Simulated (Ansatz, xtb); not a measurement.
**Relaxing a trial structure of CHOP+**

The starting geometry of this gas-phase doublet has its atoms placed at random.

```tsv
atom	x (Å)	y (Å)	z (Å)
C	-0.1250	-1.4243	-0.6601
O	-1.0286	-0.6042	-1.1555
P	-0.7402	0.1582	0.0866
H	0.0943	-0.6361	-1.1401
```

Question: One run relaxed it with r2SCAN-D4/def2-SVP. What is a likely outcome?

Answer: It ends as a structure given below by its coordinates. Distances that change by over a tenth: C1–H4 (0.95 → 1.10 Å), O2–P3 (1.49 → 1.89 Å). Contacts that open: O2–H4 (1.12 → 2.12 Å), P3–H4 (1.68 → 2.79 Å).

The energy falls by 8.98 eV over 15 steps:

| step | E − E(last) (eV) |
| --- | --- |
| 1 | 8.979 |
| 3 | 3.628 |
| 4 | 2.269 |
| 6 | 1.010 |
| 7 | 0.783 |
| 9 | 0.109 |
| 10 | 0.056 |
| 12 | 0.008 |
| 13 | 0.005 |
| 15 | 0.000 |

Final geometry (Å):

```json
{"atom": "C", "x (Å)": "-0.1651", "y (Å)": "-0.7449", "z (Å)": "-0.8178"}
{"atom": "O", "x (Å)": "-1.3620", "y (Å)": "-0.6283", "z (Å)": "-1.1908"}
{"atom": "P", "x (Å)": "-0.9407", "y (Å)": "0.0811", "z (Å)": "0.5097"}
{"atom": "H", "x (Å)": "0.6684", "y (Å)": "-1.2144", "z (Å)": "-1.3701"}
```

From the same start GFN2-xTB reaches the same bonding as this run.

From so rough a start the end depends on the optimiser's path, so another program may land elsewhere. No frequencies were run, so the end isn't proven a minimum. Open shells are spin-unrestricted. Run with Ansatz 0.2.0, 58 s on 1 thread of Arm Neoverse V1 (shared host).
